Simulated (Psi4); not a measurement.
# doublet [SiH2S2]−: levels of theory compared

Wanted: a comparison of 5 runs (UHF/STO-3G, U-wB97X-V/def2-SVPD, UHSE06/def2-SVPD, UTPSSh/def2-SVPD, UMP3/def2-SVPD) of doublet [SiH2S2]−. 

The calculation is run with Psi4 1.11.

2 further runs of the same task are left out: 2 set aside as unsound or not needed.

### 1 The system as given

The species is [SiH2S2]− (5 atoms), meant as a doublet with charge -1. As SMILES of the parent species, `S[Si]S`. The coordinates come from a PBE0-D4/def2-TZVP relaxation. This is one conformer, not always the lowest. That shape belongs to the parent species and isn't relaxed for this state.

Bond lengths: S1–Si2 2.140 Å, Si2–S3 2.145 Å, S1–H4 1.344 Å, S3–H5 1.346 Å. Angles: S1–Si2–S3 98.2°, Si2–S1–H4 94.8°, Si2–S3–H5 101.2°.

### 2 The energy at UHF/STO-3G (run 1)

h2s2si.py

```python
import psi4

psi4.set_memory(1600000000)
psi4.set_num_threads(1)
psi4.core.set_output_file('h2s2si.out', False)

m = psi4.geometry("""
-1 2
S     -0.640700    -1.023800    -0.541200
Si    -0.655200     0.968900     0.237800
S      1.426500     1.117300     0.734200
H     -1.954700    -1.042200    -0.825100
H      1.874100    -0.093900     0.352900
symmetry c1
""")

options = {'basis': 'STO-3G', 'reference': 'uhf', 'puream': True, 'e_convergence': 1e-09, 'd_convergence': 1e-08, 'scf_type': 'pk', 'maxiter': 200}
psi4.set_options(options)

e, wfn = psi4.energy('scf', return_wfn=True)
print(f'total energy {e:.8f} hartree = {e * 27.211386:.5f} eV')
```

On the command line:

```sh
$ python h2s2si.py
```

h2s2si.out:

```text
[...]
  Running in c1 symmetry.
[...]
  Nuclear repulsion =  175.698373892507874
[...]
  Multiplicity = 2
[...]
  Nalpha       = 25
  Nbeta        = 24
[...]
    Number of basis functions: 29
[...]
   @UHF iter   1: -1072.87517306012683   -1.63491e+00   7.48678e-03 DIIS/ADIIS
[...]
   @UHF iter  12: -1072.93172436586769   -1.81899e-12   5.06844e-09 DIIS
[...]
   @S^2 Observed:                7.546652823E-01
[...]
    Orbital Energies [Eh]
    ---------------------
    Alpha Occupied:
       1A    -90.383779     2A    -90.375542     3A    -67.477099
       4A     -8.309159     5A     -8.301587     6A     -5.941097
       7A     -5.938718     8A     -5.937602     9A     -5.933674
      10A     -5.931135    11A     -5.930138    12A     -5.515071
      13A     -3.551124    14A     -3.528505    15A     -3.526232
      16A     -0.639093    17A     -0.596785    18A     -0.302204
      19A     -0.214248    20A     -0.153445    21A     -0.063793
      22A     -0.040786    23A     -0.013663    24A      0.049697
      25A      0.158370
    Alpha Virtual:
[...]
  @UHF Final Energy: -1072.93172436586769
   => Energetics <=
    Nuclear Repulsion Energy =            175.6983738925078740
    One-Electron Energy =               -1860.5552012616567481
    Two-Electron Energy =                 611.9251030032812650
    Total Energy =                      -1072.9317243658676944
  UHF NO Occupations:
  HONO-2 :   23  A 1.9994796
  HONO-1 :   24  A 1.9981907
[...]
 Multipole Moments:
 ------------------------------------------------------------------------------------
     Multipole            Electronic (a.u.)      Nuclear  (a.u.)        Total (a.u.)
 ------------------------------------------------------------------------------------
 L = 1.  Multiply by 2.5417464519 to convert [e a0] to [Debye]
 Dipole X            :          0.3242373           -0.2084042            0.1158331
 Dipole Y            :          1.3077101           -1.6423088           -0.3345987
 Dipole Z            :          0.5816862           -0.6886525           -0.1069663
 Magnitude           :                                                    0.3698857
[...]
```

Standard output:

```text
total energy -1072.93172437 hartree = -29195.95930 eV
```

Run time: 2.2 s. Hardware: 1 thread of Intel Xeon Platinum 8223CL at 3.00GHz (Skylake/Cascade Lake), shared host; peak memory 0.18 GiB.

### 3 A single-point energy at U-wB97X-V/def2-SVPD (run 2)

job.json

```json
{
  "schema_name": "qcschema_input",
  "schema_version": 1,
  "molecule": {
    "schema_name": "qcschema_molecule",
    "schema_version": 2,
    "symbols": ["S", "Si", "S", "H", "H"],
    "geometry": [-1.21074753, -1.93470161, -1.02271978, -1.23814856, 1.83095564, 0.44937687, 2.69569432, 2.111391, 1.38743692, -3.69384766, -1.96947257, -1.55921303, 3.54153573, -0.17744528, 0.66688435],
    "molecular_charge": -1,
    "molecular_multiplicity": 2,
    "fix_symmetry": "c1",
    "fix_com": true,
    "fix_orientation": true
  },
  "driver": "energy",
  "model": {
    "method": "wb97x-v",
    "basis": "def2-SVPD"
  },
  "keywords": {
    "reference": "uks",
    "puream": true,
    "e_convergence": 1e-09,
    "d_convergence": 1e-08,
    "scf_type": "pk",
    "dft_radial_points": 99,
    "dft_spherical_points": 590,
    "maxiter": 200
  }
}
```

On the command line:

```sh
$ psi4 --qcschema job.json -n 1 --memory 1600MB
```

stdout:

```text
[...]
  Running in c1 symmetry.
[...]
  Nuclear repulsion =  175.698373813974513
[...]
  Multiplicity = 2
[...]
  Nalpha       = 25
  Nbeta        = 24
[...]
    Number of basis functions: 94
[...]
   @UKS iter   1: -1086.52630323976382   -3.22598e-01   3.78690e-03 ADIIS/DIIS
[...]
   @UKS iter  14: -1086.62405029343518   -8.86757e-12   6.53116e-09 DIIS
[...]
   @S^2 Observed:                7.575678826E-01
[...]
    Orbital Energies [Eh]
    ---------------------
    Alpha Occupied:
       1A    -88.668552     2A    -88.663965     3A    -65.922580
       4A     -7.865577     5A     -7.861177     6A     -5.827221
       7A     -5.822968     8A     -5.822553     9A     -5.819209
      10A     -5.817940    11A     -5.814840    12A     -5.182957
      13A     -3.537715    14A     -3.536144    15A     -3.534361
      16A     -0.698685    17A     -0.664438    18A     -0.411106
      19A     -0.358545    20A     -0.299406    21A     -0.232122
      22A     -0.230897    23A     -0.186912    24A     -0.139651
      25A     -0.023612
    Alpha Virtual:
[...]
  @UKS Final Energy: -1086.62405029343518
   => Energetics <=
    Nuclear Repulsion Energy =            175.6983738139745128
    One-Electron Energy =               -1861.5475990756362989
    Two-Electron Energy =                 653.9011190683103223
    DFT Exchange-Correlation Energy =     -54.8754071538585038
    Empirical Dispersion Energy =           0.0000000000000000
    VV10 Nonlocal Energy =                  0.1994630537749280
    Total Energy =                      -1086.6240502934351753
[...]
 Multipole Moments:
 ------------------------------------------------------------------------------------
     Multipole            Electronic (a.u.)      Nuclear  (a.u.)        Total (a.u.)
 ------------------------------------------------------------------------------------
 L = 1.  Multiply by 2.5417464519 to convert [e a0] to [Debye]
 Dipole X            :         -6.0301311            6.2727569            0.2426257
 Dipole Y            :        -27.6925655           26.3134913           -1.3790741
 Dipole Z            :        -11.7160492           11.2344217           -0.4816275
 Magnitude           :                                                    1.4807693
[...]
```

The result, in JSON:

```text
{
 "driver": "energy",
 "model": {
  "method": "wb97x-v",
  "basis": "def2-SVPD"
 },
 "success": true,
 "return_result": -1086.6240502934352,
 "properties": {
  "calcinfo_nbasis": 94,
  "calcinfo_nmo": 94,
  "calcinfo_nalpha": 25,
  "calcinfo_nbeta": 24,
  "calcinfo_natom": 5,
  "nuclear_repulsion_energy": 175.6983738139745,
  "return_energy": -1086.6240502934352,
  "scf_one_electron_energy": -1861.5475990756363,
  "scf_two_electron_energy": 653.9011190683103,
  "scf_vv10_energy": 0.19946305377492798,
  "scf_xc_energy": -54.875407153858504,
  "scf_dipole_moment": [0.24262573487257022, -1.3790741167558487, -0.4816274507333649],
  "scf_total_energy": -1086.6240502934352,
  "scf_iterations": 14
 }
}
```

Wall time 91 s (1 thread of Intel Xeon Platinum 8223CL at 3.00GHz (Skylake/Cascade Lake), shared host); peak memory 0.78 GiB.

Runs 3 to 4 aren't shown in full; the table further down has their settings and results.

### 4 A single-point energy at UMP3/def2-SVPD (run 5)

run_ase.py

```python
import numpy as np
from ase.calculators.psi4 import Psi4
from ase import Atoms

a = Atoms(['S', 'Si', 'S', 'H', 'H'], positions=[
    [-0.640700, -1.023800, -0.541200],
    [-0.655200, 0.968900, 0.237800],
    [1.426500, 1.117300, 0.734200],
    [-1.954700, -1.042200, -0.825100],
    [1.874100, -0.093900, 0.352900],
])
calc = Psi4(atoms=a, method='mp3', basis='def2-SVPD', memory='1600MB', num_threads=1, charge=-1, multiplicity=2, label='psi4-calc', reference='uhf')
calc.psi4.set_options({'puream': True, 'e_convergence': 1e-09, 'd_convergence': 1e-08, 'scf_type': 'pk', 'num_frozen_docc': 15, 'maxiter': 200, 'mp_type': 'conv'})
a.calc = calc

print(f'energy: {a.get_potential_energy():.6f} eV')
```

On the command line:

```sh
$ python run_ase.py
```

psi4-calc.dat:

```text
[...]
  Running in c1 symmetry.
[...]
  Nuclear repulsion =  175.698373892507874
[...]
  Multiplicity = 2
[...]
  Nalpha       = 25
  Nbeta        = 24
[...]
    Number of basis functions: 94
[...]
   @UHF iter   1: -1084.77829624639253   -3.73460e-01   3.06408e-03 ADIIS/DIIS
[...]
   @UHF iter  17: -1084.85995418579887   -3.18323e-12   3.91313e-09 DIIS
[...]
   @S^2 Observed:                7.813732137E-01
[...]
    Orbital Energies [Eh]
    ---------------------
    Alpha Occupied:
       1A    -91.743086     2A    -91.738516     3A    -68.551768
       4A     -8.777302     5A     -8.772867     6A     -6.465128
       7A     -6.463874     8A     -6.463438     9A     -6.460908
      10A     -6.459235    11A     -6.459003    12A     -5.922650
      13A     -4.036019    14A     -4.028999    15A     -4.026989
      16A     -0.808918    17A     -0.769019    18A     -0.458146
      19A     -0.391597    20A     -0.328521    21A     -0.255068
      22A     -0.251012    23A     -0.204720    24A     -0.147475
      25A     -0.034131
    Alpha Virtual:
[...]
  @UHF Final Energy: -1084.85995418579887
   => Energetics <=
    Nuclear Repulsion Energy =            175.6983738925078740
    One-Electron Energy =               -1861.2972458452954925
    Two-Electron Energy =                 600.7389177669888340
    Total Energy =                      -1084.8599541857988697
  UHF NO Occupations:
  HONO-2 :   23  A 1.9990914
  HONO-1 :   24  A 1.9859003
[...]
 Multipole Moments:
 ------------------------------------------------------------------------------------
     Multipole            Electronic (a.u.)      Nuclear  (a.u.)        Total (a.u.)
 ------------------------------------------------------------------------------------
 L = 1.  Multiply by 2.5417464519 to convert [e a0] to [Debye]
 Dipole X            :          0.5989705           -0.2084042            0.3905662
 Dipole Y            :          0.8194705           -1.6423088           -0.8228383
 Dipole Z            :          0.4478638           -0.6886525           -0.2407886
 Magnitude           :                                                    0.9421168
[...]
	SCS-MP2 Total Energy (a.u.)        : -1085.22858523928994
	SOS-MP2 Total Energy (a.u.)        : -1085.22537510653206
[...]
	SOS-PI-MP2 Total Energy (a.u.)     : -1085.25348440812672
[...]
	MP2 Total Energy (a.u.)            : -1085.23500550480594
[...]
	SCS-MP3 Total Energy (a.u.)        : -1085.23849138218748
[...]
	MP3 Total Energy (a.u.)            : -1085.27463007639608
[...]
```

On the terminal:

```text
energy: -29531.826901 eV
```

It took 17 s on 1 thread of Intel Xeon Platinum 8223CL at 3.00GHz (Skylake/Cascade Lake), shared host; peak memory 0.69 GiB.

### 5 All runs side by side

| run | level | integration grid | task | energy (Eh) | HOMO energy (eV) | LUMO energy (eV) | ⟨S²⟩ | wall time |
| --- | --- | --- | --- | --- | --- | --- | --- | --- |
| 1 | UHF/STO-3G | – | energy | -1072.931724 | 4.31 | 16.42 | 0.755 | 2.2 s |
| 2 | U-wB97X-V/def2-SVPD | 99 radial × 590 angular | energy | -1086.624050 | -0.64 | 5.31 | 0.758 | 91 s |
| 3 | UHSE06/def2-SVPD | 99 radial × 590 angular | gradient | -1086.449952 | 1.69 | 3.59 | 0.758 | 65 s |
| 4 | UTPSSh/def2-SVPD | 99 radial × 590 angular | energy | -1086.849310 | 1.74 | 3.71 | 0.759 | 68 s |
| 5 | UMP3/def2-SVPD | – | energy | -1085.274630 | -0.93 | 5.51 | 0.781 | 17 s |

### 6 Summary of results

| quantity | value |
| --- | --- |
| run 5: total energy | -1085.27463 Eh |
| run 5: HOMO energy (Hartree–Fock orbitals) (highest over α and β) | -0.93 eV |
| run 5: LUMO energy (Hartree–Fock orbitals) (lowest over α and β) | 5.51 eV |
| run 5: correlation energy (15 core orbitals frozen) | -414.7 mEh |
| run 5: ⟨S²⟩ of the reference determinant | 0.781 |

What this shows: Totals of different functionals can't be ranked against each other. In runs 1, 3, 4 the HOMO lies above zero, so the outermost electron may be held by the basis alone. In run 1 the basis is minimal, so the values are rough. All runs together took 4.1 min, the longest 91 s.
